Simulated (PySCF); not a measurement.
**LiP: frontier orbitals**

PBE0 at R = 2.327 Å; Li def2-TZVP, P def2-TZVP; no relativity (PySCF 2.14). State: ³Σ⁻ (triplet), unpaired electrons π ↑↑. Only the outer orbitals are listed, counted within each symmetry.

```csv
spin,orbital,occ.,ε (eV),on Li (%),main shells (%)
α,4σ,1,-55.57,100,100 Li s
α,5σ,1,-14.49,2,98 P s
α,2π,1,-5.73,4,95 P p
α,2π,1,-5.73,4,95 P p
α,6σ,1,-5.37,11,"87 P p, 9 Li s"
α,7σ,0,-1.47,97,"74 Li s, 22 Li p"
α,3π,0,0.41,96,96 Li p
α,3π,0,0.41,96,96 Li p
β,4σ,1,-55.58,100,100 Li s
β,5σ,1,-12.21,4,95 P s
β,6σ,1,-4.79,13,"84 P p, 11 Li s"
β,2π,0,-1.72,21,"78 P p, 21 Li p"
β,2π,0,-1.72,21,"78 P p, 21 Li p"
β,7σ,0,-1.38,96,"68 Li s, 27 Li p"
```

Which are the highest filled and the lowest empty level, where do they sit, and how wide is the gap?

Highest filled β 6σ at -4.79 eV (in %: 84 P p, 11 Li s); lowest empty β 2π at -1.72 eV (in %: 78 P p, 21 Li p); the gap at PBE0 is 3.07 eV.

* bond order (Mayer): 0.69
* ⟨S²⟩: 2.007
* charge on Li (Mulliken, basis-dependent): 0.61
* charge on Li (Löwdin, basis-dependent): 0.34
* dipole moment (positive dipole means Li(−)P(+)): -6.80 D
* polarisability along the bond: 73.9 bohr³
* polarisability across the bond: 40.7 bohr³

The state is the lowest determinant that a PBE0 search found; another state may lie lower at other levels.
